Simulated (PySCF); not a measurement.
## How the method moves the HOMO and LUMO of (CH3)2PPF2

(CH3)2PPF2, C2H6F2P2.
Structure used (PBE0-D3(BJ)/def2-SVP), in Å, numbered top down from 1:
```xyz
12
C2H6F2P2 angstrom
C     -0.506   -1.330   -0.707
P     -0.115   -0.306    0.792
C      1.586    0.298    0.356
P     -1.198    1.494    0.048
F     -2.686    0.886    0.241
F     -1.110    2.379    1.398
H      0.076   -2.262   -0.659
H     -0.280   -0.827   -1.662
H     -1.573   -1.597   -0.685
H      1.877    1.092    1.059
H      1.673    0.678   -0.675
H      2.295   -0.534    0.483
```

Basis pcSseg-1 throughout (PySCF), one geometry. Isolated species at its PBE0-D3(BJ)/def2-SVP geometry (one conformer only).

Q: How do the orbital energies, the gap and the dipole change with the method?

A: 
```
method          kind  HOMO (eV)  LUMO (eV)  gap (eV)  μ (D)  SCF cycles
  BLYP           GGA      -5.49      -1.34      4.15   2.73          15
  OPBE           GGA      -5.63      -1.40      4.24   2.79          14
   PBE           GGA      -5.64      -1.52      4.12   2.77          14
   LDA           LDA      -5.75      -1.77      3.98   2.92          13
  BP86           GGA      -5.75      -1.61      4.14   2.81          13
    HF  Hartree–Fock      -9.36       2.82     12.18   3.39          10
```

The HOMO spans 3.87 eV, from BLYP down to HF, and the gap runs from 3.98 eV (LDA) to 12.18 eV (HF). The dipole ranges from 2.73 D (BLYP) to 3.39 D (HF). This basis has no diffuse functions.
